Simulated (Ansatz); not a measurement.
## Trigonal Se

Computed with PBEsol (plane waves, PAW; Ansatz, an electronic-structure program).

Numerical settings: plane-wave cutoff 520 eV, 12×12×8 k mesh (along the axes of the cell as run), scalar-relativistic PAW data made under PBE.

Cell: measured lattice: a = b = 4.3660 Å, c = 4.9540 Å, α = β = 90.00°, γ = 120.00°.

```json
{
 "elastic constant C11": "8.72 GPa",
 "elastic constant C12": "1.53 GPa",
 "elastic constant C13": "11.0 GPa",
 "elastic constant C33": "73.4 GPa",
 "elastic constant C44": "17.3 GPa",
 "elastic constant C66": "3.60 GPa",
 "Voigt–Reuss–Hill bulk modulus": "9.91 GPa",
 "polycrystal shear modulus (Hill average)": "7.91 GPa",
 "young_modulus": "18.8 GPa",
 "poisson_ratio": "0.185"
}
```

Note: the cell isn't this level's own, so it is under some stress, which shifts stiffness and frequencies.

Elastic constants are with the ions relaxed.

Static lattice: no zero-point or thermal effects.
